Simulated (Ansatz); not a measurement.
Process, species as SMILES: FCF → C atom + 2 F atom + 2 H atom
B3LYP-D3(BJ)/def2-TZVP geometries, fixed; electronic energies without zero-point terms.
Largest species:
```
C
F 1 1.3618
F 1 1.3618 2 108.56
H 1 1.0913 2 108.69 3 -118.06
H 1 1.0913 4 113.42 3 -121.01
```

Energies in hartree at PBE with Ansatz (a program for electronic structure); the atomisation energy is their sum with the coefficients shown, times 627.509 kcal/mol a hartree. All functions are spherical. The program fits the integrals of some runs and decomposes those of others, by size. Open shells are unrestricted. No added dispersion term, no relativity.

| species | coefficient | part | cc-pVDZ | cc-pVTZ | cc-pVQZ |
|---|---|---|---|---|---|
| FCF | -1 | PBE | -238.74634 | -238.83673 | -238.86023 |
| C atom | +1 | PBE | -37.78854 | -37.79492 | -37.79717 |
| F atom | +2 | PBE | -99.62478 | -99.66135 | -99.67154 |
| H atom | +2 | PBE | -0.49863 | -0.49962 | -0.49985 |

Problem. Predict the atomisation energy in cc-pV5Z (X = 5): let each PBE step shrink by the ratio of the last two. Compare with the run.

Solution. 
- FCF: steps -0.09039 and -0.02350, ratio 0.260, so PBE -238.86634 (run: -238.86811).
- C atom: steps -0.00638 and -0.00225, ratio 0.353, so PBE -37.79796 (run: -37.79840).
- F atom: steps -0.03657 and -0.01019, ratio 0.279, so PBE -99.67438 (run: -99.67533).
- H atom: steps -0.00099 and -0.00023, ratio 0.232, so PBE -0.49990 (run: -0.49997).
Predicted 451.69 kcal/mol; the run in cc-pV5Z gives 451.25, a miss of 0.45. Keeping the value in cc-pVQZ, 451.98, would miss by 0.73. All sums are of the energies as printed.
